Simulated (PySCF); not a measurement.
Compound: C3H3NO.
Bonds: C1–C2 (double), C2–N3, N3–C4 (double), C4–O5 (double). Hydrogens: H6, H7 on C1; H8 on C2.

Computed with PySCF at wB97X-D/pcSseg-2, non-relativistic, on one gas-phase PBE0-D3(BJ)/def2-TZVP geometry that isn't relaxed in the solvent. The solvent is an IEF-PCM continuum (cavity from Bondi-type radii × 1.2). The model holds no explicit solvent molecules, cavitation or dispersion.

Gas phase at wB97X-D/pcSseg-2: HOMO -9.16 eV, LUMO 1.02 eV, dipole 2.14 D.

Q: What does the continuum do to the energy, the frontier levels and the dipole at wB97X-D/pcSseg-2 in chloroform?

A: 
```
   solvent      ε  E(solvent) − E(gas) (kcal/mol)  polarisation term (kcal/mol)  distortion of the solute (kcal/mol)  HOMO (eV)  LUMO (eV)  dipole (D)
chloroform  4.711                           -2.23                         -2.43                                 0.20      -9.04       1.16        2.55
```

The first energy column is the sum of the next two and covers electrostatics alone.

Q: Which radius a makes the point-dipole formula ΔE = −[(ε − 1)/(2ε + 1)]·μ²/a³ give the value in chloroform, with the gas-phase dipole?

A: μ = 0.841 au and |ΔE| = 0.00355 Eh give a = 2.19 Å; the farthest nucleus lies 2.94 Å from the centroid of the nuclei, so such a sphere wouldn't even hold the nuclei. The formula assumes a rigid point dipole at the centre of a sphere.

Shape of the structure used: `[CH2:1]=[CH:2][N:3]=[C:4]=[O:5]`: C1–C2–N3–C4 0°.

wB97X-D is run here without its empirical dispersion term; that term would change no orbital, density or response property at a fixed geometry.
